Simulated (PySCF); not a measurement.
# Level of theory and proton affinities: acetyl anion

Structure: `C[C-]=O` ([C2H3O]-). Coordinates in Å; atoms count from 1 in this order:
```
C    -0.4211    0.1539    0.0100
C     0.7978   -0.7631    0.3641
O     1.8387   -0.4484   -0.2135
H    -0.8942    0.5111    0.9423
H    -1.1739   -0.4687   -0.5085
H    -0.1417    1.0190   -0.6372
```

All levels share the PBE0-D3(BJ)/ma-def2-SVP structures and the PBE0-D3(BJ)/ma-def2-SVP thermal terms; only the single-point energies (PySCF) change. Values are proton affinities (298 K, kJ/mol).

| level | C2 | O3 | abs. error |
| --- | --- | --- | --- |
| LDA/ma-def2-TZVP | 1597 | 1376 | 48.5 |
| BLYP-D3(BJ)/ma-def2-TZVP | 1617 | 1393 | 28.7 |
| PBE-D3(BJ)/ma-def2-TZVP | 1623 | 1398 | 23.0 |
| BP86-D3(BJ)/ma-def2-TZVP | 1626 | 1402 | 20.3 |
| ωB97M-D3(BJ)/ma-def2-TZVP (grid 3) | 1636 | 1417 | 9.7 |
| B3LYP-D3(BJ)/ma-def2-TZVP | 1641 | 1415 | 5.0 |
| CAM-B3LYP-D3(BJ)/ma-def2-TZVP | 1642 | 1416 | 3.6 |
| PBE0-D3(BJ)/aug-pcseg-1 | 1643 | 1416 | 3.4 |
| PBE0-D3(BJ)/aug-cc-pVDZ | 1643 | 1421 | 3.2 |
| TPSS-D3(BJ)/ma-def2-TZVP (grid 3) | 1644 | 1414 | 2.2 |
| M06-2X/ma-def2-TZVP (grid 3) | 1644 | 1422 | 1.7 |
| r2SCAN-D3(BJ)/ma-def2-TZVP (grid 3) | 1645 | 1416 | 1.2 |
| PBE0-D3(BJ)/aug-cc-pVTZ | 1649 | 1425 | 2.6 |
| HSE06/ma-def2-TZVP | 1649 | 1421 | 2.9 |
| PBE0-D3(BJ)/6-31+G* | 1650 | 1410 | 3.9 |
| M06/ma-def2-TZVP (grid 3) | 1650 | 1429 | 4.0 |
| PBE0-D3(BJ)/6-311++G(2d,2p) | 1650 | 1425 | 4.4 |
| PBE0-D3(BJ)/ma-def2-TZVP | 1651 | 1424 | 5.5 |
| TPSSh-D3(BJ)/ma-def2-TZVP (grid 3) | 1653 | 1423 | 6.8 |
| PBE0-D3(BJ)/jun-cc-pV(T+d)Z | 1653 | 1429 | 7.2 |
| PBE0-D3(BJ)/6-311+G** | 1653 | 1425 | 7.5 |
| OPBE/ma-def2-TZVP | 1654 | 1424 | 8.4 |
| PBE0-D3(BJ)/ma-def2-SVP | 1657 | 1421 | 10.6 |
| PBE0-D3(BJ)/def2-TZVPD | 1657 | 1431 | 11.5 |
| B97-2/ma-def2-TZVP | 1659 | 1431 | 13.3 |
| ωB97X-D3(BJ)/ma-def2-TZVP | 1661 | 1434 | 14.6 |
| BHandHLYP/ma-def2-TZVP | 1662 | 1436 | 15.5 |
| PBE0-D3(BJ)/def2-SVPD | 1667 | 1436 | 20.9 |
| PBE0-D3(BJ)/pcseg-2 | 1670 | 1444 | 23.8 |
| LC-ωPBE/ma-def2-TZVP | 1670 | 1436 | 23.9 |
| M06-L/ma-def2-TZVP (grid 3) | 1675 | 1437 | 28.7 |
| HF/ma-def2-TZVP | 1681 | 1461 | 35.4 |
| PBE0-D3(BJ)/def2-TZVP | 1682 | 1454 | 36.4 |
| PBE0-D3(BJ)/def2-TZVPP | 1683 | 1458 | 37.2 |
| PBE0-D3(BJ)/cc-pVTZ | 1696 | 1471 | 49.5 |
| PBE0-D3(BJ)/pcseg-1 | 1697 | 1463 | 50.8 |
| PBE0-D3(BJ)/def2-SV(P) | 1718 | 1464 | 72.5 |
| PBE0-D3(BJ)/def2-SVP | 1725 | 1490 | 78.8 |
| PBE0-D3(BJ)/cc-pVDZ | 1729 | 1503 | 83.2 |
| PBE0-D3(BJ)/6-31G | 1751 | 1491 | 105.4 |
| PBE0-D3(BJ)/6-31G* | 1758 | 1512 | 112.3 |
| ATcT 1.112 | 1646 | n/a |  |

Hartree-Fock leaves out electron correlation, so its proton affinities can be off by tens of kJ/mol.

The widest spread is that of C2: 161 kJ/mol, from 1597 to 1758.
